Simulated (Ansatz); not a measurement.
**What each rung costs, and what it gives**

The pair of H2O (SMILES O, atoms 1–3) and SiH3F (SMILES [SiH3]F, atoms 4–8), both closed shells, in one local arrangement (a lower one may exist), relaxed at PBE0-D4/def2-TZVP:

O1  (-0.011, 0.409, -1.834)
H2  (0.855, 0.421, -2.247)
H3  (-0.250, -0.520, -1.771)
Si4  (-0.110, -0.013, 1.176)
F5  (-0.418, -1.359, 0.346)
H6  (-0.218, -0.385, 2.609)
H7  (-1.117, 1.014, 0.839)
H8  (1.270, 0.432, 0.882)
(Å)

Interaction energies are counterpoise-corrected; the time is that of the whole pair.

Ansatz 0.2.0; basis: as named in each row; cores frozen in the correlated methods. B3LYP uses VWN-RPA correlation. Extrapolation: Hartree–Fock as exp(−7.88 √X), correlation as X^−2.97.

Times are rough, for one single point on 4 threads of a shared host (Arm Neoverse V2).

The estimate by CCSD(T) at an estimated basis limit (MP2 extrapolated from triple and quadruple zeta, plus CCSD(T) − MP2 in triple zeta) is -13.8 kJ/mol.

```csv
method,basis,time (s),interaction energy (kJ/mol),method less estimate
HF,STO-3G,under 1,0.7,14.5
PBE-D4,STO-3G,under 1,-5.6,8.3
SPW92,def2-SVP,under 1,-23.8,-10.0
B3LYP-D4,6-31G,under 1,-19.4,-5.5
PBE-D4,def2-SVP,under 1,-14.5,-0.7
PBE0-D4,def2-SVP,under 1,-15.1,-1.3
CCSD(T),def2-SVP,under 1,-8.4,5.4
revPBE-D4,def2-TZVPPD,1,-11.0,2.8
PBE-D4,def2-TZVPPD,1,-13.5,0.3
BLYP-D4,def2-TZVPPD,1,-11.6,2.3
wB97M-V,def2-SVP,1,-15.3,-1.5
PBE0-D4,def2-TZVPPD,2,-13.9,0.0
HSE06-D4,def2-TZVPPD,2,-13.7,0.1
B3LYP-D4,def2-TZVPPD,2,-13.2,0.7
r2SCAN-D4,def2-TZVPPD,2,-15.6,-1.7
B2PLYP,def2-TZVPPD,2,-9.7,4.2
wB97X-V,def2-TZVPPD,3,-14.1,-0.3
B97M-V,def2-TZVPPD,3,-15.1,-1.2
wB97M-V,def2-TZVPPD,4,-14.7,-0.8
MP2,def2-QZVPPD,7,-12.3,1.5
CCSD(T),def2-TZVPPD,32,-12.1,1.8
```

T1 diagnostic: at most 0.012.
